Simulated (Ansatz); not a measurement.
`CC(CF)CF` from Hartree–Fock to CCSD(T)

```xyz
14

C    -0.4933   -1.3433   -0.3302
C     0.3760   -0.1516    0.0435
C     0.3648    0.8758   -1.0680
F     1.2535    1.9005   -0.7872
C    -0.0424    0.4630    1.3619
F    -1.3626    0.8847    1.2995
H    -0.4581   -2.1081    0.4485
H    -0.1575   -1.8004   -1.2636
H    -1.5358   -1.0426   -0.4536
H     1.4135   -0.4844    0.1744
H    -0.6294    1.3177   -1.1820
H     0.6678    0.4238   -2.0171
H     0.5720    1.3341    1.6019
H     0.0315   -0.2690    2.1720
```

Charge 0, multiplicity 1. Geometry: relaxed with PBE0-D4/def2-TZVP. It is one conformer, not always the lowest. Frozen core, restricted reference, Ansatz. CBS rows extrapolate triple and quadruple zeta; past MP2 they add the triple-zeta difference.

```csv
basis,HF (Eh),MP2 corr.
def2-SVP,-354.72905,-0.93328
def2-TZVPP,-355.15109,-1.18977
def2-QZVPP,-355.16695,-1.28237
```

(1) Estimate the CCSD correlation energy and the (T) correction in each basis where they were run (hartree).

## Answers

(1) 
```json
{"basis": "def2-SVP", "CCSD corr.": "-0.99088", "(T)": "-0.02369"}
{"basis": "def2-TZVPP", "CCSD corr.": "-1.23342", "(T)": "-0.04274"}
{"basis": "CBS(def2)", "CCSD corr.": "-1.39462", "(T)": "as TZ"}
```
